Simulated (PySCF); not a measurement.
C2H2Cl3F, SMILES FCC(Cl)(Cl)Cl, point group Cs.

Level: KT2/cc-pVDZ in PySCF (density fitting, grid level 2); geometry and Hessian at that level, cubic constants and property derivatives from steps of ±0.6 along each species' dimensionless normal coordinates, second-order vibrational perturbation theory. The parent has the commonest isotopes.

Equilibrium geometry (Å):

```
atom        x        y        z
  F1   1.2457  -1.3115   0.0945
  C2   0.8331  -0.0210  -0.1037
  C3  -0.6752   0.0662   0.0551
 Cl4  -1.1229   1.7744  -0.2210
 Cl5  -1.4767  -0.9784  -1.1410
 Cl6  -1.1464  -0.4333   1.6962
  H7   1.0865   0.3019  -1.1225
  H8   1.2921   0.6395   0.6442
```

(1) Give the equilibrium and ground-state rotational constants (MHz) of parent; ¹³C at 3.

(2) How is the parent's vibrational correction B0 − Be made up?

(3) And its quartic centrifugal distortion constants from the harmonic force field?

A mode lies under 250 cm⁻¹, where this perturbation treatment is rough.

Answers

(1) 
```json
{"species": "parent", "Ae": "1902.7", "Be": "1561.8", "Ce": "1415.7", "A0": "1892.1", "B0": "1552.2", "C0": "1408.3", "Δ0 (u Å²)": "-233.839", "harmonic ZPE (cm⁻¹)": "8619"}
{"species": "¹³C at 3", "Ae": "1902.6", "Be": "1561.7", "Ce": "1415.7", "A0": "1892.3", "B0": "1552.2", "C0": "1408.4", "Δ0 (u Å²)": "-233.824", "harmonic ZPE (cm⁻¹)": "8575"}
```

Δ0 = Ic − Ia − Ib from the ground-state constants.

(2) 
```csv
axis,harmonic,Coriolis,cubic,total (MHz)
a,1.9,-0.387,-12.1,-10.6
b,1.31,-0.244,-10.6,-9.57
c,0.908,-0.376,-7.96,-7.42
```

(3) Asymmetric top, A reduction, Ir representation: ΔJ = 0.128 kHz, ΔJK = 0.518 kHz, ΔK = -0.318 kHz, δJ = 0.0108 kHz, δK = 0.253 kHz.
